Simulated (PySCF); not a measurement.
Species: Li2.
SMILES: `[Li][Li]`

Theory: PySCF, PBE/6-31+G* geometry optimisation, gas phase.

Masses are those of the commonest isotopes; rigid-rotor values at the optimised geometry. 

**Question.** What are the moment of inertia and the rotational constant?

**Answer.** I = 26.654 u·Å², B = 505379 MHz·u·Å²/I = 18961 MHz (0.6325 cm⁻¹, or 0.910 K as hB/k). For two atoms I = μr² with μ = 3.5080 u and r = 2.7565 Å.

**Question.** List the first levels of a rigid rotor in a Σ state.

**Answer.** E(J) = BJ(J+1): J = 1: 1.265, J = 2: 3.795, J = 3: 7.590, J = 4: 12.649, J = 5: 18.974, J = 6: 26.563 cm⁻¹.

**Question.** Has it a pure rotational spectrum?

**Answer.** Not by electric dipole: D∞h allows no dipole (computed 0.00 D). Rotational Raman lines (ΔJ = 2) lie at B(4J + 6), spaced by 4B = 2.530 cm⁻¹, with nuclear-spin weights that differ between even and odd J.

**Question.** Estimate the classical rotational partition function at 10 K, 200 K and 298.15 K.

**Answer.** Point group D∞h, symmetry number σ = 2; q = kT/(σhB), k/h = 20836.6 MHz/K: 5.5 at 10 K, 110 at 200 K, 164 at 298.15 K.

No PBE/6-31+G* frequencies stand behind this structure, so it isn't proved a minimum. No vibrational averaging or centrifugal distortion is included, and the geometry carries the error of its method.
